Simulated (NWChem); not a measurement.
Program: NWChem. System: CN (-1), charge -1, spin multiplicity 1, at a geometry optimised with PBE/def2-SVP. The structure started from a generated list of species. Level: CR-CCSD(T)/def2-SVPD, 2 core orbitals frozen.

NWChem printed:

```
             Northwest Computational Chemistry Package (NWChem) 7.3.0
             --------------------------------------------------------

                                NWChem Input Module
                                -------------------

 Scaling coordinates for geometry "geometry" by  1.889725989
 (inverse scale =  0.529177249)

 Turning off AUTOSYM since
 SYMMETRY directive was detected!

                             Geometry "geometry" -> ""
                             -------------------------

 Output coordinates in angstroms (scale by  1.889725989 to convert to a.u.)

  No.       Tag          Charge          X              Y              Z
 ---- ---------------- ---------- -------------- -------------- --------------
    1 C                    6.0000     0.00000000     0.00000000     0.64128700
    2 N                    7.0000     0.00000000     0.00000000    -0.54967400

 Effective nuclear repulsion energy (a.u.)      18.6617735241

            Nuclear Dipole moment (a.u.)
            ----------------------------
        X                 Y               Z
 ---------------- ---------------- ----------------
     0.0000000000     0.0000000000     0.0000075589

      Symmetry information
      --------------------

 Group name             C2v
 Group number             16
 Group order               4
 No. of unique centers     2

      Symmetry unique atoms

     1    2


 Summary of "ao basis" -> "" (spherical)
 ------------------------------------------------------------------------------
       Tag                 Description            Shells   Functions and Types
 ---------------- ------------------------------  ------  ---------------------
 *                         def2-svpd                  on all atoms

 Summary of "ao basis" -> "ao basis" (spherical)
 ------------------------------------------------------------------------------
       Tag                 Description            Shells   Functions and Types
 ---------------- ------------------------------  ------  ---------------------
 C                         def2-svpd                 8       20   4s2p2d
 N                         def2-svpd                 8       20   4s2p2d

                                 NWChem SCF Module
                                 -----------------

  ao basis        = "ao basis"
  functions       =    40
  atoms           =     2
  closed shells   =     7
  open shells     =     0
  charge          =  -1.00
  wavefunction    = RHF
  use symmetry    = T
  symmetry adapt  = T

 Summary of "ao basis" -> "ao basis" (spherical)
 ------------------------------------------------------------------------------
       Tag                 Description            Shells   Functions and Types
 ---------------- ------------------------------  ------  ---------------------
 C                         def2-svpd                 8       20   4s2p2d
 N                         def2-svpd                 8       20   4s2p2d

      Symmetry analysis of basis
      --------------------------

        a1         20
        a2          4
        b1          8
        b2          8

 Forming initial guess at       0.0s

      Superposition of Atomic Density Guess
      -------------------------------------

 Sum of atomic energies:         -91.86958566

 Renormalizing density from      13.00 to     14

      Non-variational initial energy
      ------------------------------

 Total energy =     -96.573289
 1-e energy   =    -173.052713
 2-e energy   =      57.817650
 HOMO         =       0.137274
 LUMO         =       0.379089

      Symmetry analysis of molecular orbitals - initial
      -------------------------------------------------

 !! scf_movecs_sym_adapt:   24 vectors were symmetry contaminated

  Symmetry fudging

 !! scf_movecs_sym_adapt:   22 vectors were symmetry contaminated

  Numbering of irreducible representations:

     1 a1          2 a2          3 b1          4 b2

  Orbital symmetries:

     1 a1          2 a1          3 a1          4 a1          5 b2
     6 b1          7 a1          8 a1          9 a1         10 b2
    11 b1         12 a1         13 a2         14 a1         15 b2
    16 b1         17 a1

 Starting SCF solution at       0.1s
[...]
    26      0.445327  2 N  py                 6     -0.334939  1 C  py
    29     -0.298712  2 N  py                 9     -0.269049  1 C  py

 Vector    7  Occ=2.000000D+00  E=-1.814733D-01  Symmetry=b1
              MO Center= -4.2D-16, -1.1D-30, -1.1D-01, r^2= 1.1D+00
   Bfn.  Coefficient  Atom+Function         Bfn.  Coefficient  Atom+Function
  ----- ------------  ---------------      ----- ------------  ---------------
    25      0.445327  2 N  px                 5     -0.334939  1 C  px
    28     -0.298712  2 N  px                 8     -0.269049  1 C  px

 Vector    8  Occ=0.000000D+00  E= 3.608627D-01  Symmetry=a1
              MO Center=  7.2D-18, -4.1D-18,  1.3D+00, r^2= 6.0D+00
   Bfn.  Coefficient  Atom+Function         Bfn.  Coefficient  Atom+Function
  ----- ------------  ---------------      ----- ------------  ---------------
     4      3.334646  1 C  s                  3     -2.668937  1 C  s
    24     -0.893920  2 N  s                 23      0.327175  2 N  s
    30      0.286489  2 N  pz                10     -0.228364  1 C  pz
    38      0.153834  2 N  d  0

 Vector    9  Occ=0.000000D+00  E= 4.442724D-01  Symmetry=a1
              MO Center= -9.7D-15,  1.3D-14, -7.5D-02, r^2= 6.7D+00
   Bfn.  Coefficient  Atom+Function         Bfn.  Coefficient  Atom+Function
  ----- ------------  ---------------      ----- ------------  ---------------
    24      3.989786  2 N  s                  3     -2.764745  1 C  s
    10      2.102026  1 C  pz                 4     -1.497045  1 C  s
    30      1.166629  2 N  pz                23      1.041266  2 N  s
    18     -1.012294  1 C  d  0              22     -0.172902  2 N  s

 Vector   10  Occ=0.000000D+00  E= 4.488576D-01  Symmetry=b2
              MO Center= -4.1D-30, -8.3D-15,  5.1D-01, r^2= 2.9D+00
   Bfn.  Coefficient  Atom+Function         Bfn.  Coefficient  Atom+Function
  ----- ------------  ---------------      ----- ------------  ---------------
    17      0.548892  1 C  d -1               6      0.310373  1 C  py
     9      0.308317  1 C  py                26      0.299235  2 N  py
    37      0.225064  2 N  d -1

 center of mass
 --------------
 x =   0.00000000 y =   0.00000000 z =  -0.00012205

 moments of inertia (a.u.)
 ------------------
          32.732006771476           0.000000000000           0.000000000000
           0.000000000000          32.732006771476           0.000000000000
           0.000000000000           0.000000000000           0.000000000000

  Mulliken analysis of the total density
  --------------------------------------

    Atom       Charge   Shell Charges
 -----------   ------   -------------------------------------------------------
    1 C    6     6.64   1.99  0.98  0.49  0.35  1.69  1.01  0.06  0.07
    2 N    7     7.36   1.99  1.04  0.61  0.19  2.20  1.29  0.03  0.01

       Multipole analysis of the density wrt the origin
       ------------------------------------------------

     L   x y z        total         open         nuclear
     -   - - -        -----         ----         -------
     0   0 0 0     -1.000000      0.000000     13.000000

     1   1 0 0      0.000000      0.000000      0.000000
     1   0 1 0     -0.000000      0.000000      0.000000
     1   0 0 1     -0.172961      0.000000      0.000008

     2   2 0 0    -10.585402      0.000000      0.000000
     2   1 1 0      0.000000      0.000000      0.000000
     2   1 0 1     -0.000000      0.000000      0.000000
     2   0 2 0    -10.585402      0.000000      0.000000
     2   0 1 1     -0.000000      0.000000      0.000000
     2   0 0 2    -14.383727      0.000000     16.364347

                   NWChem Extensible Many-Electron Theory Module
                   ---------------------------------------------


            General Information
            -------------------
      Number of processors :     1
         Wavefunction type : Restricted Hartree-Fock
          No. of electrons :    14
           Alpha electrons :     7
            Beta electrons :     7
           No. of orbitals :    80
            Alpha orbitals :    40
             Beta orbitals :    40
        Alpha frozen cores :     2
         Beta frozen cores :     2
     Alpha frozen virtuals :     0
      Beta frozen virtuals :     0
         Spin multiplicity : singlet
    Number of AO functions :    40
       Number of AO shells :    16
        Use of symmetry is : on
      Symmetry adaption is : on
         Schwarz screening : 0.10D-09

          Correlation Information
          -----------------------
          Calculation type : Coupled-cluster singles & doubles w/ perturbation
   Perturbative correction : Completely renormalized (T)
            Max iterations :      100
        Residual threshold : 0.10D-05
     T(0) DIIS level shift : 0.00D+00
     L(0) DIIS level shift : 0.00D+00
     T(1) DIIS level shift : 0.00D+00
     L(1) DIIS level shift : 0.00D+00
     T(R) DIIS level shift : 0.00D+00
     T(I) DIIS level shift : 0.00D+00
   CC-T/L Amplitude update :  5-th order DIIS
                I/O scheme : Global Array Library
        L-threshold :  0.10D-05
        EOM-threshold :  0.10D-05
 no EOMCCSD initial starts read in
 TCE RESTART OPTIONS
 SLICE:      F
 D4D5:       F
 quantumc:   F
 qrotation:  F
 pwtce:      F
 qducc:      F
 nacto:                         0
 nrotv:                         0
 nrot:                          0

            Memory Information
            ------------------
          Available GA space size is     249035200 doubles
          Available MA space size is     104855940 doubles

 Maximum block size supplied by input
 Maximum block size        24 doubles

 tile_dim =     15

 -------------------------------------------------

 Global array virtual files algorithm will be used

 Parallel file system coherency ......... OK

 4-electron integrals stored in orbital form

 v2    file size   =           168431
 4-index algorithm nr.  13 is used
 imaxsize =       30
 imaxsize ichop =        0


CCSD iterations
 ---------------------------------------------------------
 Iter          Residuum       Correlation     Cpu    Wall
 ---------------------------------------------------------
    1   0.1392780493784  -0.2974318526818     0.0     0.0
    2   0.0400100785365  -0.2917609677748     0.0     0.0
    3   0.0151220740157  -0.3003918983452     0.0     0.0
    4   0.0077596573279  -0.3006805977211     0.0     0.0
    5   0.0038983309961  -0.3015711639602     0.0     0.0
    6   0.0010797804633  -0.3020161235734     0.0     0.0
    7   0.0004885060765  -0.3020461305737     0.0     0.0
    8   0.0002276902905  -0.3020570952420     0.0     0.0
    9   0.0001336706813  -0.3020587682223     0.0     0.0
   10   0.0000712007478  -0.3020646935634     0.0     0.0
   11   0.0000123995590  -0.3020709011719     0.0     0.0
   12   0.0000047680393  -0.3020704599451     0.0     0.0
   13   0.0000021276878  -0.3020710900203     0.0     0.0
   14   0.0000011803987  -0.3020711214325     0.0     0.0
   15   0.0000006200132  -0.3020711998339     0.1     0.1
 -----------------------------------------------------------------
 Iterations converged
 CCSD correlation energy / hartree =        -0.302071199833879
 CCSD total energy / hartree       =       -92.531303532842287

 Singles contributions

 Doubles contributions
 CR-CCSD(T)

 CR-CCSD[T]  correction energy / hartree =        -0.012479462251240
 CR-CCSD[T] correlation energy / hartree =        -0.314550662085119
 CR-CCSD[T] total energy / hartree       =       -92.543782995093522
 CR-CCSD(T)  correction energy / hartree =        -0.011767109149386
 CR-CCSD(T) correlation energy / hartree =        -0.313838308983265
 CR-CCSD(T) total energy / hartree       =       -92.543070641991676

 Task  times  cpu:        1.4s     wall:        1.4s

 Total times  cpu:        1.4s     wall:        1.4s
```

### Question
Write an NWChem input that would produce this output.

### Answer
One answer among several that fit: 
```
start mol
memory heap 100 mb stack 700 mb global 1900 mb
charge -1
geometry units angstroms nocenter noautoz
  C      0.000000     0.000000     0.641287
  N      0.000000     0.000000    -0.549674
  symmetry group C2v
end
basis spherical
  * library def2-svpd
end
scf
  rhf
  nopen 0
  maxiter 100
  thresh 1e-7
  semidirect memsize 60000000 filesize 0
end
tce
  freeze core 2
  cr-ccsd(t)
  2eorb
  2emet 13
  thresh 1e-6
  maxiter 100
  tilesize 24
end
task tce energy
```
